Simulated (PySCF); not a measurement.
Gas-phase reaction: H2CSiH2 + C2H6 → (CH3)2SiH2 + CH2

Method: PySCF energies plus ideal-gas RRHO corrections (1 bar). † marks an energy on the PBE0/def2-TZVP geometry and frequencies; other levels use their own. 6-31G* has spherical d functions here. Open shells (unrestricted): CH2 (multiplicity 3); the rest are closed-shell singlets. B3LYP is the form with VWN-RPA correlation. H2CSiH2: computed as isolated molecules; such fragments, hydroxides, amides, oligomers or adducts are transient or little studied in the gas. The harmonic model lacks anharmonicity and excited electronic states, which grow with temperature; levels with a mode under 35 cm⁻¹ are left out. Internal rotation in C2H6, (CH3)2SiH2 is treated as a harmonic vibration of one conformer, which makes the entropy rough.

```json
[
 {"level": "B3LYP/6-31G*", "ΔE electronic, kJ": "221", "ΔH°(298 K), kJ": "206", "ΔS°(298 K), J/K": "20", "ΔG°(2000 K), kJ": "141"},
 {"level": "HF/def2-TZVP†", "ΔE electronic, kJ": "65", "ΔH°(298 K), kJ": "49", "ΔS°(298 K), J/K": "20", "ΔG°(2000 K), kJ": "-17"},
 {"level": "PBE/def2-TZVP†", "ΔE electronic, kJ": "223", "ΔH°(298 K), kJ": "207", "ΔS°(298 K), J/K": "20", "ΔG°(2000 K), kJ": "141"},
 {"level": "LDA/def2-TZVP†", "ΔE electronic, kJ": "262", "ΔH°(298 K), kJ": "247", "ΔS°(298 K), J/K": "20", "ΔG°(2000 K), kJ": "181"},
 {"level": "ωB97M-V/def2-TZVP†", "ΔE electronic, kJ": "205", "ΔH°(298 K), kJ": "190", "ΔS°(298 K), J/K": "20", "ΔG°(2000 K), kJ": "124"},
 {"level": "ωB97X-V/def2-TZVP†", "ΔE electronic, kJ": "204", "ΔH°(298 K), kJ": "189", "ΔS°(298 K), J/K": "20", "ΔG°(2000 K), kJ": "123"}
]
```
ΔH° is lowest at HF/def2-TZVP† and highest at LDA/def2-TZVP†. No reference value is set beside these.
